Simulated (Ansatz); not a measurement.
**AlH₆PSi: basis-set convergence**

One table from this session's results is given with a row withheld; the runs are named, their logs left out.

Program: Ansatz 0.2.0, Gaussian basis. Level of theory: one geometry, several basis sets. These are calculated values, not measurements.

Plan: PBE0-D4/def2-SVP; ωB97M-V/def2-SVP; PBE0-D4/def2-QZVPP; ωB97M-V/def2-QZVPP; the functionals' def2-TZVPP values are taken from earlier runs.

## Structure used throughout

All runs share one geometry, relaxed beforehand with PBE0-D4 in a triple-zeta def2 set.

9 atoms, charge 0, spin multiplicity 1.

Atoms are counted from 1 here; the program's logs count them from 0.

Bond lengths: Al1–Si2 2.455 Å, Al1–H4 1.588 Å, Al1–H5 1.589 Å, Si2–P3 2.268 Å, Si2–H6 1.491 Å, Si2–H7 1.494 Å, P3–H8 1.421 Å, P3–H9 1.421 Å. Angles: Si2–Al1–H4 119.3°, Si2–Al1–H5 121.4°, H4–Al1–H5 119.3°, Al1–Si2–P3 109.4°, Al1–Si2–H6 113.3°, Al1–Si2–H7 109.4°, P3–Si2–H6 112.2°, P3–Si2–H7 105.2°, H6–Si2–H7 106.9°, Si2–P3–H8 95.3°, Si2–P3–H9 94.4°, H8–P3–H9 93.3°.

The first run:

in.yaml

```yaml
crystal:
  periodic: [false, false, false]
  atoms:
    - {symbol: Al, position_ang: [-1.345714, 0.748515, -1.285769]}
    - {symbol: Si, position_ang: [0.741543, 0.265683, -0.087312]}
    - {symbol: P, position_ang: [0.513071, -1.668660, 1.075127]}
    - {symbol: H, position_ang: [-2.001537, -0.379516, -2.191093]}
    - {symbol: H, position_ang: [-2.061820, 2.161312, -1.164895]}
    - {symbol: H, position_ang: [1.199838, 1.391127, 0.777397]}
    - {symbol: H, position_ang: [1.832151, 0.004032, -1.073975]}
    - {symbol: H, position_ang: [1.626260, -1.441371, 1.927850]}
    - {symbol: H, position_ang: [-0.415291, -1.127322, 2.005470]}
basis:
  gaussian: {orbitals: def2-SVP}
hamiltonian: {xc: pbe0, dispersion: d4}
output: {orbitals: {seedname: orbitals}}
```

Launch:

```console
$ ansatz run in.yaml --threads 2 --pin off --events-out ev --progress --plain --max-ram 4352MiB
```

Among the steps run: PBE0-D4 in def2-SVP; ωB97M-V in def2-SVP; PBE0-D4 in def2-QZVPP; ωB97M-V in def2-QZVPP.

One table of the session follows, with a row left open; its other results are not shown here.

It belongs to the step «Functionals by basis». 

```
functional       basis  HOMO (eV)  LUMO (eV)
   PBE0-D4    def2-SVP      -7.41      -2.20
   PBE0-D4  def2-TZVPP      -7.42      -2.20
   PBE0-D4  def2-QZVPP          ?          ?
   ωB97M-V    def2-SVP      -9.38      -0.51
   ωB97M-V  def2-TZVPP      -9.40      -0.58
   ωB97M-V  def2-QZVPP      -9.41      -0.67
```

Estimate the missing values for PBE0-D4, def2-QZVPP.

As computed: HOMO (eV): -7.43; LUMO (eV): -2.22. In the column «HOMO (eV)» it lies between ωB97M-V, def2-SVP (-9.38) and PBE0-D4, def2-TZVPP (-7.42).
